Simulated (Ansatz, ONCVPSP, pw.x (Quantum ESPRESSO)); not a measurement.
What a changed setting does to a pw.x run (fcc Li)

Potential: optimised norm-conserving Vanderbilt (ONCV), ONCVPSP 4.0.1.1 (patched build), LDA (Perdew-Wang 92); core [He], reference 2s1; waves: 2s: rc 3.20 bohr, ncon 3, nbas 7, qcut 2.1 1/bohr, 3 projectors, debl 1.2 Ha; p scattering state at 0.29 Ha: rc 3.00 bohr, ncon 4, nbas 7, qcut 3.1 1/bohr, 1 projector; d scattering state at 0.14 Ha: rc 2.95 bohr, ncon 3, nbas 7, qcut 2.9 1/bohr, 3 projectors, debl 2.6 Ha; local part: polynomial inside 2.65 bohr (lpopt 5, dvloc0 1 Ha); core correction: Teter function, parameters optimised by the program. In the p channel the program set the typed energies aside and used 0.050 Ha.

The reference run (k-mesh 13³, cutoffs 50/200 Ry, Fermi–Dirac 0.01 Ry, mixing_beta 0.4, conv_thr 1e-9, no spin) gives 0.05 GPa at 19.064 Å³/atom, where all-electron LAPW gives -0.04 GPa. This run, with its own iteration cap, changes k-mesh points per axis to 20.

```
&control
  calculation='scf', prefix='x', pseudo_dir='./', outdir='./tmp', tstress=.true., disk_io='none'
/
&system
  ibrav=0, nat=1, ntyp=1, ecutwfc=50, ecutrho=200, nbnd=7,
  occupations='smearing', smearing='fd', degauss=0.01
/
&electrons
  conv_thr=1e-09, mixing_beta=0.4, electron_maxstep=50
/
ATOMIC_SPECIES
Li 1.0 Li.UPF
CELL_PARAMETERS angstrom
  0.00000000 2.12028713 2.12028713
  2.12028713 0.00000000 2.12028713
  2.12028713 2.12028713 0.00000000
ATOMIC_POSITIONS crystal
Li 0.0000 0.0000 0.0000
K_POINTS automatic
20 20 20 0 0 0
```

```bash
pw.x < Li.scf.in > Li.scf.out
```

How does the run end?

It converges in 3 iterations; the free energy moves by -1.1 meV/atom and the pressure by -0.01 GPa.

```
Message from routine setup:
     using ibrav=0 with symmetry is DISCOURAGED, use correct ibrav instead
     lattice parameter (alat)  =       5.6664  a.u.
     unit-cell volume          =     128.6502 (a.u.)^3
     number of electrons       =         1.00
     number of Kohn-Sham states=            7
     kinetic-energy cutoff     =      50.0000  Ry
     charge density cutoff     =     200.0000  Ry
     scf convergence threshold =      1.0E-09
     Exchange-correlation= SLA  PW   NOGX NOGC
     number of k points=   256  Fermi-Dirac smearing, width (Ry)=  0.0100
     iteration #  1     ecut=    50.00 Ry     beta= 0.40
     total energy              =      -0.58606472 Ry
     estimated scf accuracy    <       0.00018038 Ry
     iteration #  2     ecut=    50.00 Ry     beta= 0.40
     total energy              =      -0.58606976 Ry
     estimated scf accuracy    <       0.00006494 Ry
     iteration #  3     ecut=    50.00 Ry     beta= 0.40
     the Fermi energy is     0.5383 ev
!    total energy              =      -0.58606981 Ry
     estimated scf accuracy    <          8.8E-10 Ry
     smearing contrib. (-TS)   =      -0.00213298 Ry
     The total energy is F=E-TS. E is the sum of the following terms:
     one-electron contribution =       0.42925361 Ry
     hartree contribution      =       0.00059873 Ry
     xc contribution           =      -0.44164861 Ry
     ewald contribution        =      -0.57214056 Ry
     convergence has been achieved in   3 iterations
          total   stress  (Ry/bohr**3)                   (kbar)     P=        0.37
     Message from routine punch:
     Nothing written, as per user request (disk_io='none')
```

The run took about 17 s on one core of a shared host (Neoverse-N1, 64 threads, 124 GiB, load 56).
